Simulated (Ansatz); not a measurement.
NaS (charge +1), a test of scalar relativity

Computed with Ansatz's Python interface.

The cells in order, each with its output:

```python
import ansatz as az
import numpy as np
```

```python
geometry = (
    az.Crystal.molecule()
    .atom("Na", [0.0, 0.0, 0.0])
    .atom("S", [0.0, 0.0, 2.66])
)
```

```python
base = geometry.calculation().functional("PBE").charge(1).spin("collinear", total=2).forces()
# a set contracted for a scalar-relativistic Hamiltonian goes with the relativistic run
sets = {"none": "cc-pVTZ", "scalar": "cc-pVTZ-DK"}
found = {kind: base.basis(gaussian=basis).pseudopotentials(relativity=kind).run(threads=1).report for kind, basis in sets.items()}
for kind, each in found.items():
    dipole = 4.803205 * np.linalg.norm(each["charge_distribution"]["dipole_moment_e_ang"])
    print(f"{kind:7s} E = {each['free_energy_ev']:.4f} eV  dipole {dipole:.3f} D  largest force component {np.abs(each['forces_ev_ang']).max():.4f} eV/A")
print(f"relativity lowers the total energy by {found['none']['free_energy_ev'] - found['scalar']['free_energy_ev']:.3f} eV")
```

    none    E = -15236.5615 eV  dipole 5.658 D  largest force component 0.4866 eV/A
    scalar  E = -15272.0695 eV  dipole 5.646 D  largest force component 0.4826 eV/A
    relativity lowers the total energy by 35.508 eV

Notes:
- Total energies depend on the basis set; only differences at equal settings carry meaning.
- The geometry is a force-field or estimated start, not a minimum of this method. The basis set changes with the Hamiltonian (a set recontracted for scalar relativity), and most of the change in the total lies in the cores.
- The run takes the species as open-shell (spin multiplicity 3), which needn't be its ground state.
- An ion's dipole depends on the origin; the program takes it about the centre of nuclear charge.
- The spin state was assumed, and another may lie lower.
- Finished in 11 s on 1 thread of Arm Neoverse V1, on a shared host, peak memory 0.2 GiB.
